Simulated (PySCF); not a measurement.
**Do core-level shifts follow atomic charges?**

Species: 2-methyl-2-butene, C5H10.
Bonds: C1–C2, C2–C3 (double), C3–C4, C3–C5. Hydrogens: H6, H7, H8 on C1; H9 on C2; H10, H11, H12 on C4; H13, H14, H15 on C5.

Binding energies: delta-SCF UKS SCAN, pcX-2 on the ionised atom, pcseg-1 elsewhere, spin-free X2C (PySCF). Charges: PBE0/pcSseg-1 ground-state density, for the ionised atom.

```tsv
atom	environment	C 1s (eV)	Mulliken (e)	IAO (e)	Hirshfeld (e)	ESP (e)
C2	alkene CH carbon	289.66	-0.154	-0.169	-0.060	-0.214
C3	fully substituted alkene carbon	290.03	-0.437	+0.014	+0.005	+0.285
C5	allylic carbon	290.40	-0.166	-0.420	-0.120	-0.735
C1	allylic carbon	290.44	-0.204	-0.423	-0.119	-0.328
C4	allylic carbon	290.47	-0.160	-0.425	-0.118	-0.452
```

Q: Give the correlation coefficient and slope of binding energy on charge for each scheme.

A: Mulliken: r = 0.19, slope 0.6 eV per e; ESP: r = -0.54, slope -0.5 eV per e; Hirshfeld: r = -0.69, slope -4.3 eV per e; IAO: r = -0.76, slope -1.3 eV per e. On 5 points no scheme stands out.

Q: The point-charge model writes a binding energy as kq + V + constant, with V the potential of the other atoms' charges at the site. What does it give with the IAO charges?

A: V = Σ 14.40 eV Å × q/r over all other atoms: -0.01 eV at C2, -3.62 eV at C3, +5.02 eV at C5, +4.79 eV at C1, +4.96 eV at C4. Fitting binding energy − V to q gives k = 18.2 eV per e and leaves an rms residual of 0.24 eV, against 0.21 eV for the fit on q alone. The model has no term for differences in relaxation between sites.

Geometry: GFN2-xTB; no solvent, vibrations or thermal averaging.
